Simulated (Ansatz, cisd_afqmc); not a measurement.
Species: OCl, charge 0, doublet. OCl (SMILES [O]Cl, doublet).
B3LYP-D3(BJ)/def2-TZVP minimum from Ansatz (a first-principles code):
```
Cl
O 1 1.5797
```
Charge 0, spin multiplicity 2.

Total energies in aug-cc-pV(T+d)Z, 13 correlated electrons, 6 frozen orbitals. Radicals and triplets start from unrestricted determinants; spin-orbit coupling is neglected. Cores are frozen in correlated methods. No relativity. AFQMC is phaseless with a CISD trial state; ± is one standard error, without the phaseless bias. Outlying blocks are dropped, and bars are widened where a walk drifts. Over all cases where full CI ran beside it in this data, AFQMC minus full CI had a median of +0.1 mEh and passed +0.4 mEh in a tenth of the cases.

```json
[
 {"method": "HF", "program": "Ansatz", "energy (Eh)": "-534.30826", "minus CCSDT(Q) (mEh)": "446.79"},
 {"method": "MP2", "program": "Ansatz", "energy (Eh)": "-534.70244", "minus CCSDT(Q) (mEh)": "52.61"},
 {"method": "CCSD", "program": "Ansatz", "energy (Eh)": "-534.73327", "minus CCSDT(Q) (mEh)": "21.78"},
 {"method": "CCSD(T)", "program": "Ansatz", "energy (Eh)": "-534.75236", "minus CCSDT(Q) (mEh)": "2.69"},
 {"method": "CCSDT(Q)", "program": "Ansatz", "energy (Eh)": "-534.75505", "minus CCSDT(Q) (mEh)": "0.00"},
 {"method": "AFQMC/CISD", "program": "cisd_afqmc", "energy (Eh)": "-534.7541 ± 0.0004", "minus CCSDT(Q) (mEh)": "1.0 ± 0.4"}
]
```

Rough core times of Ansatz's runs on a shared machine: CCSD(T) under 20 s, CCSDT(Q) 20 min.
